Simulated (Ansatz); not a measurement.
# B2H2 (singlet): from Hartree-Fock to the top rungs at scale of all distances = 0.880, 6-31G

The task here is to estimate one member of a computed series from the others.

The runs use Ansatz 0.2.0, Gaussian basis; 6-31G, core rule «outside noble gas», up to 2 orbitals frozen.

To be run: UHF; CCSD(T) on RHF; CCSD(T) on UHF; BCCD(T) on RHF; CISD; CCSDT(Q) on RHF; CCSDT(Q) on UHF; CISDTQ; CCSDTQ on RHF; CASSCF and MRCISD+Q, 2 electrons in 2 orbitals; CASSCF and NEVPT2, 2 electrons in 2 orbitals; CASSCF and MRCISD+Q, 8 electrons in 10 orbitals; CASSCF and NEVPT4(SD), 8 electrons in 10 orbitals; CASSCF and NEVPT2, 8 electrons in 10 orbitals; Full CI.

12 further runs of the same task are left out: 10 that didn't finish, 2 set aside as unsound or not needed.

### The system

The geometry derives from a PBE0/def2-TZVP stationary point (not a proven minimum). All distances are scaled together.

4 atoms, charge 0, spin multiplicity 1.

Atoms are counted from 1 here; the program's logs count them from 0.

Bond lengths: B1–B2 1.342 Å, B1–H3 1.035 Å, B2–H4 1.035 Å. Angles: B2–B1–H3 180.0°, B1–B2–H4 180.0°.

Set-up of the first run:

in.yaml reads:

```yaml
crystal:
  periodic: [false, false, false]
  atoms:
    - {symbol: B, position_ang: [0.000000, 0.000000, 0.671018]}
    - {symbol: B, position_ang: [0.000000, 0.000000, -0.671018]}
    - {symbol: H, position_ang: [0.000000, 0.000000, 1.705664]}
    - {symbol: H, position_ang: [0.000000, 0.000000, -1.705664]}
basis:
  gaussian: {orbitals: 6-31G}
magnetization: {spin_polarized: true, initial_magnetization: 0}
hamiltonian: {xc: hf}
output: {orbitals: {seedname: orbitals}}
```

On the command line:

```sh
$ ansatz run in.yaml --threads 1 --pin off --events-out ev --progress --plain --max-ram 2393MiB
```

Among the steps run: UHF; CCSD(T) on RHF; CCSD(T) on UHF; BCCD(T) on RHF; CISD; CCSDT(Q) on RHF; CCSDT(Q) on UHF; CISDTQ; CCSDTQ on RHF; CASSCF and MRCISD+Q, 2 electrons in 2 orbitals; CASSCF and NEVPT2, 2 electrons in 2 orbitals; CASSCF and MRCISD+Q, 8 electrons in 10 orbitals; CASSCF and NEVPT4(SD), 8 electrons in 10 orbitals; CASSCF and NEVPT2, 8 electrons in 10 orbitals; Full CI.

One of the session's tables, all rows but one given; the rest of the session is left out.

| method | from FCI (kcal/mol) |
| --- | --- |
| RHF | +71.89 |
| RMP2 | +20.68 |
| CISD | +8.00 |
| RCCSD | ? |
| RCCSD(T) | +3.02 |
| BCCD(T) | +3.03 |
| RCCSDT | +0.52 |
| CISDTQ | +0.66 |
| RCCSDT(Q) | -0.12 |
| RCCSDTQ | +0.02 |
| CASSCF valence | +19.66 |
| NEVPT2 valence | +6.19 |
| NEVPT4(SD) valence | +1.03 |
| MRCISD valence | +0.47 |
| MRCISD+Q valence | +0.13 |
| FCI | 0 |

Q: Estimate the row for RCCSD from the others.

**Answer.** from FCI (kcal/mol): +4.78. In the column «from FCI (kcal/mol)» it lies between BCCD(T) (+3.03) and NEVPT2 valence (+6.19).

Among the levels timed on like hardware and quicker than the yardstick, those that no quicker one beats, quickest first: CISD (0.7 s, +8.00 kcal/mol); BCCD(T) (1.1 s, +3.03 kcal/mol); RCCSD(T) (1.1 s, +3.02 kcal/mol); RCCSDT(Q) (2.1 s, -0.12 kcal/mol); RCCSDTQ (15 s, +0.02 kcal/mol).

Left out of the table: CASSCF pair, NEVPT2 pair, MRCISD pair, MRCISD+Q pair (the active space lost an orbital or holds another state than full CI finds).

Caveats from the session: The report flags that the cluster equations may have other roots. The yardstick is full CI for this spin, exact in this basis with these frozen cores. Left out of the table: UHF, UMP2, UCCSD, UCCSD(T), UCCSDT, UCCSDT(Q) (another determinant or state than the rows shown). The program flags RCCSDT(Q), RCCSDTQ as in doubt, so those rows may rest on another solution; read them beside their warnings. RCCSDT(Q) falls below full CI, which methods that aren't variational can do. With 2.0 effectively unpaired electrons against 0 the state is strongly multireference. Of the multireference levels listed MRCISD+Q valence comes nearest in total energy (+0.13 kcal/mol), which doesn't show that its space is the better one. Warnings in the runs' records: large difference, other roots, passed over end.
